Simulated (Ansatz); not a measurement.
Consider the substitution at a C–N bond: `CNC(N)N` + H₂S → `NC(N)S` + CH₃NH₂.

Calculated with Ansatz (gas phase, PBE0-D4/def2-TZVP geometries, no zero-point term in ΔE). CCSD(T)/CBS is the MP2 limit (def2-TZVPP, def2-QZVPP) plus CCSD(T) − MP2 in def2-TZVPP, frozen cores. This one scheme is used for every species. DFT in def2-TZVPP. B3LYP here is the variant with VWN-RPA as its local correlation; programs differ in this. One conformer a species, not always the lowest.

`CNC(N)N`:

Cartesian coordinates in Å:
```
C -0.905 1.221 0.930
N -0.045 0.061 0.899
C 0.052 -0.584 -0.396
N 0.719 -1.840 -0.160
N 0.716 0.239 -1.386
H -0.465 2.035 0.350
H -1.918 1.036 0.535
H -1.002 1.574 1.958
H -0.360 -0.633 1.565
H -0.944 -0.810 -0.817
H 0.891 -2.296 -1.048
H 1.621 -1.655 0.266
H 1.532 0.678 -0.970
H 0.109 0.974 -1.726
```

H₂S:

Cartesian coordinates in Å:
```
S 0.140 0.312 -0.517
H -1.009 0.024 0.113
H 0.869 -0.336 0.404
```

`NC(N)S`:

```xyz
10

N    -1.184    0.129   -0.100
C     0.171   -0.342   -0.162
N     0.721   -0.718    1.108
S     1.410    0.861   -0.829
H    -1.597    0.218   -1.020
H    -1.235    1.032    0.358
H     0.185   -1.215   -0.817
H     0.792    0.089    1.717
H     0.111   -1.395    1.552
H     0.627    1.341   -1.807
```

CH₃NH₂:

Z-matrix (Å, degrees):
```
C
N 1 1.453
H 1 1.092 2 109.4
H 1 1.100 2 115.4 3 -121.6
H 1 1.092 2 109.4 3 116.8
H 2 1.012 1 110.6 3 62.6
H 2 1.012 1 110.6 3 -179.3
```

(1) Is it downhill or uphill in electronic energy at CCSD(T)/CBS, and by how much? (Best estimate.)

(2) What do these levels give: revPBE-D4, r2SCANh-D4, BHLYP-D4, ωB97M-V, PBE-QIDH, BLYP, B3LYP, BHLYP, RPA@PBE/def2-TZVPP, HF/def2-SVP, CCSD/def2-SVP, MP2/def2-TZVPP? (Best estimate.)

Largest T1 diagnostic among the species: 0.010.

## Answers

(1) Computed: Uphill: ΔE = +14.7 kJ/mol.

(2) Ansatz gave: revPBE-D4 8.6, r2SCANh-D4 14.1, BHLYP-D4 16.4, ωB97M-V 16.6, PBE-QIDH 15.5, BLYP 5.7, B3LYP 10.2, BHLYP 15.8, RPA@PBE/def2-TZVPP 20.5, HF/def2-SVP 33.2, CCSD/def2-SVP 34.8, MP2/def2-TZVPP 16.1 kJ/mol.

From PBE to PBE0 (25 % exact exchange), in def2-TZVPP and without D4, ΔE moves by +4.0 kJ/mol. At CCSD(T), def2-SVP lies +19.7 kJ/mol from the extrapolated value and def2-TZVPP +4.9 kJ/mol.
